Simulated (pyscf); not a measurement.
H₃Si–PH–GaH₂ → HP=GaH + SiH₄, an elimination (singlet surface; P–Si, Ga–H broken, H–Si formed). Structures and frequencies: ωB97X-D3(BJ)/def2-SVP in PySCF. Correlated levels are frozen-core, on RHF or UHF. ΔMP2 is the change of the MP2 total energy from the triple- to the quadruple-zeta basis. Energies in kJ/mol from the reactant's lowest minimum found.

Small-basis levels: PySCF, no dispersion term, spherical d functions. AM1 to PM7: differences of heats of formation from MOPAC, which are fitted to 298 K values and so differ in kind from electronic energies by zero-point and thermal terms. Cost: rough CPU time at the saddle relative to B3LYP/6-31G*+LANL2DZ, from one job on a shared machine.

```
level                             barrier  reaction energy        cost
--------------------------------  -------  ---------------  ----------
HF/STO-3G                           415.9           +212.3         0.1
HF/6-31G*+LANL2DZ                   282.8           +142.9         0.1
MP2/6-31G*+LANL2DZ                  241.7           +138.3         0.2
SVWN5/6-31G*+LANL2DZ                182.2           +163.1           1
BP86/6-31G*+LANL2DZ                 193.8           +132.2           1
PBE/6-31G*+LANL2DZ                  191.0           +140.8           2
B3LYP/STO-3G                        271.1           +133.9           2
M06-2X/6-31G*+LANL2DZ               212.8           +150.4           2
B3LYP/6-311+G**+LANL2DZ             207.9           +127.9           2
B3LYP/def2-SVP                      195.9           +117.9           2
AM1                                  47.6            +36.1  under 0.02
PM7                                 582.0           +374.6  under 0.02
CCSD(T)/def2-TZVPP + ΔMP2(QZVPP)    188.3           +139.1           –
```

Against the last row the barrier runs from -140.7 (AM1) to +393.6 kJ/mol (PM7). CCSD(T)/def2-TZVPP + ΔMP2(QZVPP) has limits of its own. On the product side the descent ends in a complex, 21.0 kJ/mol under the separated species and 56.9 kJ/mol under the saddle at ωB97X-D3(BJ)/def2-TZVP. At the saddle there is also a short Ga–Si contact that neither side keeps. At ωB97X-D3(BJ)/def2-TZVP the barrier from the zero used here is 205.9 kJ/mol. HP=GaH lies 73.7 kJ/mol over its isomer H₂P–Ga [singlet] (electronic energy, ωB97M-D3(BJ)/def2-TZVP). One saddle was located; it need not be the lowest between these sides. The CCSD(T) − MP2 part came from Ansatz, without density fitting, on the same reference. The frozen core leaves the outer d or s,p core shells of the metals and heavy elements correlated in the MP2 and CC values, and def2-TZVPP describes them poorly, which can shift differences by a few kcal/mol. In the def2 sets elements up to Kr have no core potential.
